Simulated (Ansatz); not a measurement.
Relaxation of SiB₂ with RKS r2SCAN-D4/def2-TZVP.

```sh
$ ansatz run in.yaml --threads 2 --pin off --events-out ev --progress --plain --max-ram 4352MiB
```

```yaml
crystal:
  periodic: [false, false, false]
  atoms:
    - {symbol: B, position_ang: [1.118230, -0.480860, 0.971110]}
    - {symbol: B, position_ang: [-1.103410, -0.167350, -1.083230]}
    - {symbol: Si, position_ang: [-0.014830, 0.648200, 0.112110]}
basis:
  gaussian: {orbitals: def2-TZVP}
hamiltonian: {xc: r2scan, dispersion: d4}
scf: {omitted_lower_state_checks: [starts]}
output: {orbitals: {seedname: orbitals}}
relax: {f_tol: 0.02, max_steps: 100}
```

Run time 14 s (2 threads of Arm Neoverse V2 on a shared host).

Positions (Å) and forces (eV/Å) at steps 1, 2, 3, 4, 5, 6, 7, 8, 10 of 10:

```xyz
3
step=1 energy=-9219.5203 eV
B     1.118   -0.481    0.971    0.349   -0.897    0.158
B    -1.103   -0.167   -1.083   -0.358   -0.840   -0.505
Si   -0.015    0.648    0.112    0.009    1.736    0.347
3
step=2 energy=-9219.7684 eV
B     1.057   -0.528    0.904   -0.234   -0.552   -0.330
B    -1.040   -0.233   -1.036    0.234   -0.647    0.097
Si   -0.017    0.761    0.132    0.000    1.199    0.233
3
step=3 energy=-9220.2588 eV
B     0.933   -0.582    0.775   -0.952   -0.202   -0.946
B    -0.914   -0.323   -0.933    0.953   -0.491    0.812
Si   -0.020    0.905    0.157   -0.001    0.693    0.134
3
step=4 energy=-9221.0699 eV
B     0.798   -0.616    0.640   -1.891    0.038   -1.794
B    -0.776   -0.396   -0.816    1.893   -0.509    1.704
Si   -0.022    1.012    0.176   -0.002    0.471    0.090
3
step=5 energy=-9222.3252 eV
B     0.661   -0.645    0.503   -2.547    0.400   -2.347
B    -0.637   -0.463   -0.697    2.544   -0.315    2.361
Si   -0.024    1.108    0.193    0.003   -0.085   -0.014
3
step=6 energy=-9222.6561 eV
B     0.521   -0.664    0.366    3.225    0.130    3.096
B    -0.495   -0.522   -0.573   -3.248    1.039   -2.890
Si   -0.025    1.186    0.207    0.023   -1.169   -0.206
3
step=7 energy=-9222.9210 eV
B     0.572   -0.652    0.418   -0.476    0.207   -0.412
B    -0.548   -0.496   -0.618    0.470    0.077    0.463
Si   -0.025    1.148    0.200    0.006   -0.284   -0.050
3
step=8 energy=-9222.9293 eV
B     0.565   -0.650    0.412   -0.109    0.090   -0.086
B    -0.541   -0.496   -0.611    0.106    0.061    0.113
Si   -0.025    1.146    0.200    0.003   -0.151   -0.027
3
step=10 energy=-9222.9301 eV
B     0.564   -0.648    0.410    0.000    0.000    0.000
B    -0.539   -0.494   -0.609    0.000    0.000    0.000
Si   -0.025    1.142    0.199    0.000    0.000    0.000
```

The structure comes from a short search, and lower isomers may exist.
